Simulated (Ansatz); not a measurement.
in.yaml

```yaml
crystal:
  periodic: [false, false, false]
  atoms:
    - {symbol: P, position_ang: [0.000000, 0.889380, -1.098119]}
    - {symbol: H, position_ang: [0.000000, 0.839380, -1.098119]}
    - {symbol: H, position_ang: [0.000000, 0.839380, 1.098119]}
basis:
  gaussian: {orbitals: def2-SVPD}
total_charge: 1
magnetization: {spin_polarized: false, initial_magnetization: 2}
correlation: {active_space: {window: {electrons: 2, orbitals: 8}, states: [{multiplicity: 3, weights: [1, 0.5]}]}}
```

```sh
$ ansatz run in.yaml --threads 1 --pin off --events-out ev --progress --plain --max-ram 2393MiB
```

(1) What does the program do with this input?

Answers

(1) Converged. The input was made wrong on purpose (atoms on top of each other), so the run isn't a sound calculation of what was asked.
```
533 factors; integrals over basis functions are off by at most 2.0e-7 eV
mean field evaluation 1: about -6124.8350 eV, gradient 1.8e1 eV
mean field evaluation 2: about -6124.8351 eV, gradient 1.8e1 eV
mean field evaluation 4: about -6125.9668 eV, gradient 1.2e0 eV
mean field evaluation 8: about -6125.9813 eV, gradient 2.3e-3 eV
a density is far from that of the atoms, so the factors are made again for it
557 factors; integrals over basis functions are off by at most 1.8e-7 eV
mean field evaluation 16: about -6125.8364 eV, gradient 5.4e0 eV
mean field -6125.98131210 eV, -225.1256608804 hartree, gradient 1.1e-6 eV, S^2 2.000000; 1 other end points of the search recorded, 0 dependent functions left out
reference -6125.98131210 eV, -225.1256608804 hartree; 9, 7 occupied and 31, 33 virtual orbitals, 557 factors
state -6126.02403886 eV, -225.1272310601 hartree
state -6121.45998716 eV, -224.9595052535 hartree
Total energy: -6124.50268830 eV, -225.0713224579 hartree
```
The total printed last is the weighted mean of the 2 states, 1.521 eV above the lowest of them, and is no single state's energy.
